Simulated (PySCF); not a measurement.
formaldehyde (CH2O), SMILES O=C. Geometry optimised at PBE-D3(BJ)/def2-TZVPD.

### Question
Give the equilibrium geometry at PBE-D3(BJ)/def2-TZVPD (PySCF confirms it by a frequency run) as a Z-matrix, and its point group. (An estimate is asked for; the answer gives what the named calculation found.)

### Answer
point group C2v.
```
C
O 1 1.2087
H 1 1.1184 2 122.03
H 1 1.1184 3 115.94 2 180.00
```
